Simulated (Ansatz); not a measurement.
# Scan of HAl–CH, quartet

Starting geometry (PBE0/def2-TZVP stationary point for this spin, not checked as a minimum):

```tsv
atom	x (Å)	y (Å)	z (Å)
Al	0.0000	-0.0744	0.6134
C	0.0000	0.0101	-1.3080
H	0.0000	1.3217	1.4205
H	0.0000	0.5490	-2.2537
```

From there C2, H4 move together along the line of the two atoms named below, all else staying in place; atoms are numbered as listed. Energies are in eV, counted from the starting geometry at the same level. Kohn–Sham curves are unrestricted where that lies lower.

Basis 6-31G; Ansatz 0.2.0. Correlated methods freeze the noble-gas cores.

Unrestricted Kohn–Sham rows aren't spin-pure: their determinants' ⟨S²⟩ exceeds S(S+1) by up to 0.12, so they mix in states of higher spin.

In so small a basis the reference is far from its limit while semilocal and hybrid functionals are nearer theirs (RPA and double hybrids share much of the reference's basis error), so the functionals' errors here hold much of the reference's basis and frozen-core error, which can add to them or hide them.

Full CI is exact within this basis and frozen core; it isn't the basis-set limit.

```json
{"distance Al1-C2 (Å)": "1.544", "full CI": "2.640", "PBE": "2.461", "BLYP": "2.461", "r2SCAN": "2.449", "PBE0": "2.424", "B3LYP": "2.414", "wB97M-V": "2.417", "B2PLYP": "2.464", "RPA-PBE": "2.668"}
{"distance Al1-C2 (Å)": "1.763", "full CI": "0.448", "PBE": "0.395", "BLYP": "0.401", "r2SCAN": "0.380", "PBE0": "0.370", "B3LYP": "0.374", "wB97M-V": "0.366", "B2PLYP": "0.385", "RPA-PBE": "0.462"}
{"distance Al1-C2 (Å)": "1.923", "full CI": "0.000", "PBE": "0.000", "BLYP": "0.000", "r2SCAN": "0.000", "PBE0": "0.000", "B3LYP": "0.000", "wB97M-V": "0.000", "B2PLYP": "0.000", "RPA-PBE": "0.000"}
{"distance Al1-C2 (Å)": "2.107", "full CI": "0.061", "PBE": "0.100", "BLYP": "0.084", "r2SCAN": "0.124", "PBE0": "0.137", "B3LYP": "0.122", "wB97M-V": "0.143", "B2PLYP": "0.120", "RPA-PBE": "0.041"}
{"distance Al1-C2 (Å)": "2.373", "full CI": "0.613", "PBE": "0.687", "BLYP": "0.637", "r2SCAN": "0.750", "PBE0": "0.787", "B3LYP": "0.736", "wB97M-V": "0.804", "B2PLYP": "0.744", "RPA-PBE": "0.561"}
{"distance Al1-C2 (Å)": "2.689", "full CI": "1.417", "PBE": "1.530", "BLYP": "1.430", "r2SCAN": "1.633", "PBE0": "1.701", "B3LYP": "1.599", "wB97M-V": "1.735", "B2PLYP": "1.635", "RPA-PBE": "1.329"}
{"distance Al1-C2 (Å)": "3.113", "full CI": "2.214", "PBE": "2.468", "BLYP": "2.305", "r2SCAN": "2.566", "PBE0": "2.654", "B3LYP": "2.511", "wB97M-V": "2.690", "B2PLYP": "2.559", "RPA-PBE": "2.135"}
{"distance Al1-C2 (Å)": "3.498", "full CI": "2.490", "PBE": "2.990", "BLYP": "2.809", "r2SCAN": "3.035", "PBE0": "3.093", "B3LYP": "2.962", "wB97M-V": "3.056", "B2PLYP": "2.939", "RPA-PBE": "2.482"}
{"distance Al1-C2 (Å)": "4.321", "full CI": "2.572", "PBE": "3.389", "BLYP": "3.241", "r2SCAN": "3.357", "PBE0": "3.353", "B3LYP": "3.287", "wB97M-V": "3.241", "B2PLYP": "3.130", "RPA-PBE": "2.623"}
{"distance Al1-C2 (Å)": "5.207", "full CI": "2.582", "PBE": "3.480", "BLYP": "3.360", "r2SCAN": "3.401", "PBE0": "3.390", "B3LYP": "3.348", "wB97M-V": "3.274", "B2PLYP": "3.155", "RPA-PBE": "2.602"}
{"distance Al1-C2 (Å)": "6.629", "full CI": "2.587", "PBE": "3.501", "BLYP": "3.398", "r2SCAN": "3.408", "PBE0": "3.399", "B3LYP": "3.358", "wB97M-V": "3.285", "B2PLYP": "3.161", "RPA-PBE": "2.542"}
```

r2SCAN at 6.629 Å lies 0.821 eV (32 %) above the reference in this basis. PBE at 6.629 Å lies 0.914 eV (35 %) above the reference in this basis. B3LYP at 6.629 Å lies 0.770 eV (30 %) above the reference in this basis. B2PLYP at 6.629 Å lies 0.573 eV (22 %) above the reference in this basis.
